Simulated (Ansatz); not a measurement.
**LiMg− (triplet): the correlation ladder at distance Li1–Mg2 = 4.072 Å, aug-cc-pVTZ**

The task here is to estimate one member of a computed series from the others.

Program: Ansatz 0.2.0, Gaussian basis. Level of theory: aug-cc-pVTZ, core rule «outside noble gas», up to 6 orbitals frozen. These are calculated values, not measurements.

The runs, in order: UHF; CCSD(T) on ROHF; CCSD(T) on UHF; BCCD(T) on ROHF; CCSDT(Q) on ROHF; CCSDT(Q) on UHF; Full CI.

38 further runs of the same task are left out: 21 for a known fault of the program, 10 that didn't finish, 7 set aside as unsound or not needed.

## What is computed

The geometry derives from a PBE0/def2-TZVPD stationary point (not a proven minimum). One bond is set to the value named and the two fragments are kept rigid.

2 atoms, charge -1, spin multiplicity 3.

Atoms are counted from 1 here; the program's logs count them from 0.

No contacts short enough for the rule that draws bonds.

The first run:

in.yaml reads:

```yaml
crystal:
  periodic: [false, false, false]
  atoms:
    - {symbol: Li, position_ang: [0.000000, 0.000000, 0.000000]}
    - {symbol: Mg, position_ang: [0.000000, 0.000000, 4.072000]}
basis:
  gaussian: {orbitals: aug-cc-pVTZ}
total_charge: -1
magnetization: {spin_polarized: true, initial_magnetization: 2}
hamiltonian: {xc: hf}
output: {orbitals: {seedname: orbitals}}
```

On the command line:

```bash
$ ansatz run in.yaml --threads 1 --pin off --events-out ev --progress --plain --max-ram 2393MiB
```

Among the steps run: UHF; CCSD(T) on ROHF; CCSD(T) on UHF; BCCD(T) on ROHF; CCSDT(Q) on ROHF; CCSDT(Q) on UHF; Full CI.

One table of the session follows, with a row left open; its other results are not shown here.

```
   method  from FCI (kcal/mol)
     ROHF               +31.26
      UHF               +29.33
     RMP2                +9.85
     UMP2                    ?
    RCCSD                +1.57
    UCCSD                +1.44
 RCCSD(T)                +0.48
 UCCSD(T)                +0.46
  BCCD(T)                +0.47
   RCCSDT                +0.03
   UCCSDT                +0.02
RCCSDT(Q)                +0.01
UCCSDT(Q)                 0.00
      FCI                    0
```

**Question.** Estimate the row for UMP2.

The run gave: from FCI (kcal/mol): +10.03. In the column «from FCI (kcal/mol)» it lies between RMP2 (+9.85) and UHF (+29.33).

To keep in mind: Levels on UHF freeze UHF's core orbitals, full CI those of ROHF, so the U rows can settle a little off it for that reason alone. Restricted and unrestricted rows rest on different reference determinants; where their highest levels disagree by more than a few hundredths of an eV, they describe different states and don't form one ladder.
